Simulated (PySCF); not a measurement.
How methods differ on the ionisation energy of He

He 1s2 (1S) → He⁺ 1s1 (2S), as a difference of total energies. All numbers are calculated (PySCF 2.14, no relativity, point nucleus, in def2-SVP (2s1p, 5 functions)). Correlated levels: valence: nothing frozen. The calculations carry no spin-orbit coupling.

| method | ionisation energy (eV) |
| --- | --- |
| UHF | 23.444 |
| PBE | 24.383 |
| B3LYP | 24.868 |
| SCS-MP2 (valence) | 24.262 |

Q: Estimate what CCSD (valence) gives.

A: 24.308 eV, closest to SCS-MP2 (valence) among the rows shown.

Q: Estimate what MP2 (valence) gives.

A: 24.125 eV, closest to SCS-MP2 (valence) among the rows shown.

Errors of the correlated levels include the incompleteness of this basis.

With two correlated electrons CCSD is exact in that space.

For comparison: 24.587 eV (measured; NIST Atomic Spectra Database, ionization energies).
